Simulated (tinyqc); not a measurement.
Worked calculation: Pariser-Parr-Pople SCF with singles CI, for the molecule C=CC=CC=C (SMILES; centres numbered as the heavy atoms are written). Computed by tinyqc, a small Python program that keeps every step. Settings: charge = 0, gamma = MN, start = huckel, damping = 0, iteration cap = 69, excitations kept = 6. Command: `OMP_NUM_THREADS=1 python tinyqc.py 30309 30310 out.jsonl` (the two numbers bound the seeds that draw the settings). One thread of a shared host (Intel(R) Xeon(R) Processor @ 2.60GHz), about 0.02 s of CPU time with the checks. Later iterations appear only in the table of the cycle.

## PPP integrals

Centres (angstrom, eV; a flat drawing with bonds scaled to 1.40 angstrom):

| centre | x | y | core charge z | W | gamma_rr |
|---|---|---|---|---|---|
| 1C | -3.045000 | -0.196000 | 1 | 12.430000 | 11.530000 |
| 2C | -1.799000 | 0.442000 | 1 | 12.430000 | 11.530000 |
| 3C | -0.623000 | -0.319000 | 1 | 12.430000 | 11.530000 |
| 4C | 0.623000 | 0.319000 | 1 | 12.430000 | 11.530000 |
| 5C | 1.799000 | -0.442000 | 1 | 12.430000 | 11.530000 |
| 6C | 3.045000 | 0.196000 | 1 | 12.430000 | 11.530000 |

Resonance integrals (eV):

| i | j | beta |
|---|---|---|
| 1 | 2 | -2.390000 |
| 2 | 3 | -2.390000 |
| 3 | 4 | -2.390000 |
| 4 | 5 | -2.390000 |
| 5 | 6 | -2.390000 |

Mataga-Nishimoto: gamma = 14.399645/(R + a), a = 2 x 14.399645/(gamma_rr + gamma_ss); H_rr = -W_r - sum_(s != r) z_s gamma_rs; H_rs = beta for bonds.

repulsion gamma_rs (eV):
```
           1C         2C         3C         4C         5C         6C
1C  11.530000   5.436438   3.919330   2.907338   2.360935   1.958739
2C   5.436438  11.530000   5.434579   3.919330   2.906735   2.360935
3C   3.919330   5.434579  11.530000   5.436438   3.919330   2.907338
4C   2.907338   3.919330   5.436438  11.530000   5.434579   3.919330
5C   2.360935   2.906735   3.919330   5.434579  11.530000   5.436438
6C   1.958739   2.360935   2.907338   3.919330   5.436438  11.530000
```

core matrix H (eV):
```
            1C          2C          3C          4C          5C          6C
1C  -29.012780   -2.390000    0.000000    0.000000    0.000000    0.000000
2C   -2.390000  -32.488018   -2.390000    0.000000    0.000000    0.000000
3C    0.000000   -2.390000  -34.047016   -2.390000    0.000000    0.000000
4C    0.000000    0.000000   -2.390000  -34.047016   -2.390000    0.000000
5C    0.000000    0.000000    0.000000   -2.390000  -32.488018   -2.390000
6C    0.000000    0.000000    0.000000    0.000000   -2.390000  -29.012780
```

## Starting guess

pi electrons, sum of z_r less the charge = 6

Orbitals of the Hueckel matrix of the beta values.

P at the start:
```
           1C         2C         3C         4C         5C         6C
1C   1.000000   0.871119   0.000000  -0.387685   0.000000   0.301417
2C   0.871119   1.000000   0.483435   0.000000  -0.086268   0.000000
3C   0.000000   0.483435   1.000000   0.784851   0.000000  -0.387685
4C  -0.387685   0.000000   0.784851   1.000000   0.483435   0.000000
5C   0.000000  -0.086268   0.000000   0.483435   1.000000   0.871119
6C   0.301417   0.000000  -0.387685   0.000000   0.871119   1.000000
```

## Iteration 1: Fock matrix

F_rr = H_rr + P_rr gamma_rr / 2 + sum_(s != r) P_ss gamma_rs; F_rs = H_rs - P_rs gamma_rs / 2; E = tr P (H + F) / 2 + core repulsion sum_(r<s) z_r z_s gamma_rs.

F (eV):
```
           1C         2C         3C         4C         5C         6C
1C  -6.665000  -4.757893   0.000000   0.563565   0.000000  -0.295198
2C  -4.757893  -6.665000  -3.703632   0.000000   0.125379   0.000000
3C   0.000000  -3.703632  -6.665000  -4.523398   0.000000   0.563565
4C   0.563565   0.000000  -4.523398  -6.665000  -3.703632   0.000000
5C   0.000000   0.125379   0.000000  -3.703632  -6.665000  -4.757893
6C  -0.295198   0.000000   0.563565   0.000000  -4.757893  -6.665000
```

pi energy = -81.592834 eV

## Iteration 1: orbitals and new P

Diagonalise F (the basis is taken as orthonormal) and form P = 2 sum c c over the lowest orbitals.

orbital energies (eV): -13.910215  -12.308984  -9.756986  -3.573014  -1.021016  0.580215

P after iteration 1:
```
           1C         2C         3C         4C         5C         6C
1C   1.000000   0.896318   0.000000  -0.368235   0.000000   0.247016
2C   0.896318   1.000000   0.438330   0.000000  -0.066936   0.000000
3C   0.000000   0.438330   1.000000   0.819920   0.000000  -0.368235
4C  -0.368235   0.000000   0.819920   1.000000   0.438330   0.000000
5C   0.000000  -0.066936   0.000000   0.438330   1.000000   0.896318
6C   0.247016   0.000000  -0.368235   0.000000   0.896318   1.000000
```

## Iteration 2: Fock matrix

As before.

F (eV):
```
           1C         2C         3C         4C         5C         6C
1C  -6.665000  -4.826389   0.000000   0.535292   0.000000  -0.241920
2C  -4.826389  -6.665000  -3.581071   0.000000   0.097283   0.000000
3C   0.000000  -3.581071  -6.665000  -4.618723   0.000000   0.535292
4C   0.535292   0.000000  -4.618723  -6.665000  -3.581071   0.000000
5C   0.000000   0.097283   0.000000  -3.581071  -6.665000  -4.826389
6C  -0.241920   0.000000   0.535292   0.000000  -4.826389  -6.665000
```

pi energy = -81.663053 eV

## Iteration 2: orbitals and new P

As before.

orbital energies (eV): -13.901346  -12.305316  -9.832330  -3.497670  -1.024684  0.571346

P after iteration 2:
```
           1C         2C         3C         4C         5C         6C
1C   1.000000   0.906968   0.000000  -0.357115   0.000000   0.223333
2C   0.906968   1.000000   0.417028   0.000000  -0.059129   0.000000
3C   0.000000   0.417028   1.000000   0.835797   0.000000  -0.357115
4C  -0.357115   0.000000   0.835797   1.000000   0.417028   0.000000
5C   0.000000  -0.059129   0.000000   0.417028   1.000000   0.906968
6C   0.223333   0.000000  -0.357115   0.000000   0.906968   1.000000
```

## Iteration 3: Fock matrix

As before.

F (eV):
```
           1C         2C         3C         4C         5C         6C
1C  -6.665000  -4.855338   0.000000   0.519128   0.000000  -0.218725
2C  -4.855338  -6.665000  -3.523187   0.000000   0.085936   0.000000
3C   0.000000  -3.523187  -6.665000  -4.661878   0.000000   0.519128
4C   0.519128   0.000000  -4.661878  -6.665000  -3.523187   0.000000
5C   0.000000   0.085936   0.000000  -3.523187  -6.665000  -4.855338
6C  -0.218725   0.000000   0.519128   0.000000  -4.855338  -6.665000
```

pi energy = -81.678156 eV

## Iteration 3: orbitals and new P

As before.

orbital energies (eV): -13.896025  -12.301662  -9.865304  -3.464696  -1.028338  0.566025

P after iteration 3:
```
           1C         2C         3C         4C         5C         6C
1C   1.000000   0.911640   0.000000  -0.351553   0.000000   0.212892
2C   0.911640   1.000000   0.407174   0.000000  -0.055875   0.000000
3C   0.000000   0.407174   1.000000   0.842982   0.000000  -0.351553
4C  -0.351553   0.000000   0.842982   1.000000   0.407174   0.000000
5C   0.000000  -0.055875   0.000000   0.407174   1.000000   0.911640
6C   0.212892   0.000000  -0.351553   0.000000   0.911640   1.000000
```

## Convergence

Stop when output and input P, before any damping, agree to 1e-7.

Course of the cycle:

| iteration | E (eV) | largest \|P(out) - P(in)\| |
|---|---|---|
| 1 | -81.59283444 | 5.44e-02 |
| 2 | -81.66305283 | 2.37e-02 |
| 3 | -81.67815573 | 1.04e-02 |
| 4 | -81.68133751 | 4.66e-03 |
| 5 | -81.68200093 | 2.10e-03 |
| 6 | -81.68213857 | 9.47e-04 |
| 7 | -81.68216705 | 4.29e-04 |
| 8 | -81.68217294 | 1.95e-04 |
| 9 | -81.68217416 | 8.84e-05 |
| 10 | -81.68217441 | 4.02e-05 |
| 11 | -81.68217446 | 1.83e-05 |
| 12 | -81.68217447 | 8.29e-06 |
| 13 | -81.68217447 | 3.77e-06 |
| 14 | -81.68217447 | 1.71e-06 |
| 15 | -81.68217447 | 7.78e-07 |
| 16 | -81.68217447 | 3.54e-07 |
| 17 | -81.68217448 | 1.61e-07 |
| 18 | -81.68217448 | 7.31e-08 |

Converged in 18 iterations.

## Converged orbitals

Charges are z - P_rr.

orbital energies (eV): -13.890881  -12.297699  -9.892100  -3.437900  -1.032301  0.560881

coefficients:
```
         MO1        MO2        MO3        MO4        MO5        MO6
1C  0.249410   0.445980   0.488770   0.488770  -0.445980   0.249410
2C  0.412621   0.513167   0.257689  -0.257689   0.513167  -0.412621
3C  0.517242   0.194322  -0.441248  -0.441248  -0.194322   0.517242
4C  0.517242  -0.194322  -0.441248   0.441248  -0.194322  -0.517242
5C  0.412621  -0.513167   0.257689   0.257689   0.513167   0.412621
6C  0.249410  -0.445980   0.488770  -0.488770  -0.445980  -0.249410
```

pi charges: 1C 0.000000, 2C 0.000000, 3C 0.000000, 4C 0.000000, 5C 0.000000, 6C 0.000000

## Singles CI, singlets

Over the 6 single excitations with the smallest orbital gaps: A = (e_a - e_i) delta + 2 (ia|jb) - (ij|ab), with (pq|rs) = sum c_mp c_mq gamma_mn c_nr c_ns. f = 2/3 w |mu|^2 in atomic units, mu = sqrt2 sum c_ia sum_m c_mi c_ma R_m.

singlet CI matrix (eV):
```
           3>4        2>4        3>5       1>4       3>6        2>5
3>4   4.342870   0.000000   0.000000  0.017657  0.017657  -0.021442
2>4   0.000000   6.080613  -0.591122  0.000000  0.000000   0.000000
3>5   0.000000  -0.591122   6.080613  0.000000  0.000000   0.000000
1>4   0.017657   0.000000   0.000000  7.247445  0.747118   0.022932
3>6   0.017657   0.000000   0.000000  0.747118  7.247445   0.022932
2>5  -0.021442   0.000000   0.000000  0.022932  0.022932   8.529569
```

singlet excitation energies (eV): 4.342587  5.489492  6.500327  6.671735  7.992793  8.531623

oscillator strengths: 1.668612  0.000000  0.000000  0.000000  0.026120  0.312627

## Singles CI, triplets

Over the 6 single excitations with the smallest orbital gaps: A = (e_a - e_i) delta - (ij|ab), with (pq|rs) = sum c_mp c_mq gamma_mn c_nr c_ns.

triplet CI matrix (eV):
```
          3>4       2>4       3>5        1>4        3>6       2>5
3>4  1.252275  0.000000  0.000000   0.312598   0.312598  1.510993
2>4  0.000000  3.978499  1.510993   0.000000   0.000000  0.000000
3>5  0.000000  1.510993  3.978499   0.000000   0.000000  0.000000
1>4  0.312598  0.000000  0.000000   5.268882  -1.231445  1.226700
3>6  0.312598  0.000000  0.000000  -1.231445   5.268882  1.226700
2>5  1.510993  0.000000  0.000000   1.226700   1.226700  5.936649
```

triplet excitation energies (eV): 0.805535  2.467506  3.072255  5.489492  6.500327  7.348571
